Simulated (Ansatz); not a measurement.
Relaxing Na

The calculation used DFT PBEsol, scalar-relativistic, plane waves, PAW (Ansatz 0.2.0). Cutoff 420 eV, Γ-centred k mesh, Gaussian smearing, no spin polarisation in the final step.

A relaxed cell is given with its space group left out.

```
CELL_PARAMETERS angstrom
6.64295 0.00000 0.00000
0.00000 6.64295 0.00000
0.00000 0.00000 6.64295
ATOMIC_POSITIONS crystal
Na 0.00000 0.00000 0.00000
Na 0.50000 0.25000 0.00000
Na 0.50000 0.75000 0.00000
Na 0.00000 0.50000 0.25000
Na 0.25000 0.00000 0.50000
Na 0.75000 0.00000 0.50000
Na 0.50000 0.50000 0.50000
Na 0.00000 0.50000 0.75000
```

Energies count from the standard state of Na at the same level.

Problem. What space group does it have?

Solution. Pm-3n (No. 223). Conventional cell: a = 6.643 Å. Na on Wyckoff site a (2 atoms of the primitive cell) has 12 Na at 3.71 Å; Na on Wyckoff site c (6 atoms of the primitive cell) is coordinated by 2 Na at 3.32 Å, 4 Na at 3.71 Å and 8 Na at 4.07 Å.

Problem. How far above the standard state of Na does it lie?

Solution. 0.01 eV/atom.

Problem. Is it a metal?

Solution. Yes, bands cross the Fermi level on the 6×6×6 mesh.

The final run used a 6×6×6 mesh on its 8-atom cell and 0.10 eV smearing. For metals, differences of a few meV/atom aren't resolved.

This form isn't the element's structure at ambient conditions.